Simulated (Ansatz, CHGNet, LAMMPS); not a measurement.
**Ladder of methods for the elastic constant C11 of hcp Y**

Reference value: 83.4 ± 0.2 GPa (measured, 0 K, extrapolated to 0 K; as tabulated in Elastic Constants of Yttrium Single Crystals in the Temperature Range 4.2-400 K).

Task: What do Lennard-Jones jacobson2022, CHGNet-r²SCAN, PBE, r²SCAN, HSE06 give, and how far is each from the reference?

Result: 
| level (code) | value (GPa) | cell (Å³/atom) | difference (%) |
|---|---|---|---|
| Lennard-Jones jacobson2022 (LAMMPS) | 307 | 32.48 | +268 |
| CHGNet-r²SCAN (CHGNet) | 24.9 | 33.70 | -70 |
| PBE (Ansatz) | 77.0 | 32.88 | -7.7 |
| r²SCAN (Ansatz) | 76.9 | 33.48 | -7.8 |
| HSE06 (Ansatz) | 78.6 | 33.73 | -5.8 |

Leaving aside Lennard-Jones jacobson2022, which can be fitted to such values or carry a doubt: Of these levels HSE06 (-5.8 %) comes nearest. CHGNet-r²SCAN (-70 %) misses by most. Within 20 %: PBE, r²SCAN, HSE06. The least costly first-principles kind among them: DFT without exact exchange (PBE, r²SCAN). All 4 levels lie below the reference.

The reference has no zero-point or thermal correction, while the calculations are for a static lattice, so the differences are not the levels' errors alone.  HSE06: hybrids on metals are sensitive to the k mesh. Each level is taken at its own relaxed cell. Cutoffs and k meshes differ between the levels. Ansatz's density-functional and Hartree–Fock values are scalar-relativistic unless marked +SOC, with PAW data made under PBE.

Empirical potentials (Lennard-Jones jacobson2022) are fitted to chosen data, which need not cover the solid at hand: agreement can be built in, and what lay outside the fit can be far off. Machine-learned potentials (CHGNet-r²SCAN) are trained on DFT data, which may include these solids.

Differences are worked out from the printed values.

Ansatz is a first-principles code.
